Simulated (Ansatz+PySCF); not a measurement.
The numbers below are computed, except where a source is named.
Input for Ansatz (development build ahead of 0.2.0):

```yaml
crystal:
  periodic: [false, false, false]
  atoms:
    - { symbol: "N", position_ang: [0.0, 0.0, -0.13085] }
    - { symbol: H, position_ang: [0.0, 0.0, 0.91593] }
    - { symbol: B, position_ang: [30.0, 0.0, -0.75141] }
    - { symbol: H, position_ang: [30.0, 0.0, 3.75707] }
basis:
  gaussian: { orbitals: "6-31G" }
magnetization:
  initial_magnetization: 2
hamiltonian:
  xc: hf
scf:
  omitted_lower_state_checks: [stability, starts, atomic_configurations, cluster_reference, orbital_swaps, given_window_search, neighbouring_geometries, increment]
```

The input is written out in the form of the current development build from the run's settings.

Output:

```yaml
Converged: yes
Total_energy: -79.85304 hartree
Spin_squared_of_the_determinant: 2.000
Occupied_orbitals_by_symmetry_in_an_Abelian_subgroup_alpha;_beta: 7 A' 1 A''; 6 A'
```

Caution: this determinant is likely not that of the ground state; an unrestricted determinant lies well below.
